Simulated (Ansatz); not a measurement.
hcp Zr, treated with r²SCAN (Ansatz, a program for electronic structure, plane waves, PAW).

Numerical settings: plane-wave cutoff 560 eV, 18×18×12 k mesh (along the axes of the cell as run), Fermi–Dirac smearing 0.05 eV, scalar-relativistic PAW data made under PBE.

Equation-of-state points:

| V (Å³/atom) | E − E_lowest (meV/atom) |
|---|---|
| 22.562 | 11.83 |
| 23.032 | 2.88 |
| 23.502 | 0.00 |
| 23.972 | 2.72 |
| 24.442 | 10.57 |

Problem. Fit the third-order Birch–Murnaghan equation and give B0 and B′.

Solution. V0 = 23.502 Å³/atom, B0 = 95.2 GPa, B′ = 3.2 (fit to the energies at full precision).

Shape and atoms are relaxed at each volume.

Measured, for comparison: bulk modulus 95.9 GPa (zero-point energy and finite temperature contributions removed, our sources range from 84.3 to 95.9; as tabulated in doi:10.1021/acs.jctc.3c00612). Computed (rounded) less measured: bulk modulus not scored (sources differ).

Note: the bulk modulus comes from volumes at which shape and atoms were relaxed.

The computed numbers hold no vibrational or temperature effects.
